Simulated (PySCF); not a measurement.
Fill in the blanks.

PH3.
InChI=1S/H3P/h1H3

```tsv
property	level	value
point group of the GFN2-xTB geometry	GFN2-xTB	?
rotational constants A, B, C of the GFN2-xTB geometry	GFN2-xTB	?
dipole moment	B3LYP/6-311+G(2d,p)	?
HOMO energy	B3LYP/6-311+G(2d,p)	-7.70 eV
LUMO energy	B3LYP/6-311+G(2d,p)	?
1H chemical shifts (computed TMS as zero) by class	GIAO B3LYP/6-311+G(2d,p)	?
isotropic shieldings of nuclei other than C and H, by class	GIAO B3LYP/6-311+G(2d,p)	?
```

Electronic properties: PySCF, gas phase, density fitting.

The dipole moment?

0.71 D.

The rotational constants A, B, C of the GFN2-xTB geometry?

138.825, 138.807, 125.386 GHz.

What are the isotropic shieldings of nuclei other than C and H, by class?

587 (1 P) ppm.

The LUMO energy?

-0.09 eV.

Give the point group of the GFN2-xTB geometry.

C3v.

What are the 1H chemical shifts (computed TMS as zero) by class?

1.51 (3 H) ppm.

The rotational constants are those of an oblate symmetric top; the small spread among constants that symmetry makes equal is optimisation noise. In atomic units the dipole is 0.28 e·bohr (1 au = 2.5417 D). A dipole of 0.71 D is allowed in C3v, and pure rotational transitions are dipole-allowed. With B = h/(8π²I), that is 505.379 GHz u Å² over I, the principal moments of inertia are 3.64, 3.64 and 4.03 u Å² (most abundant isotopes).
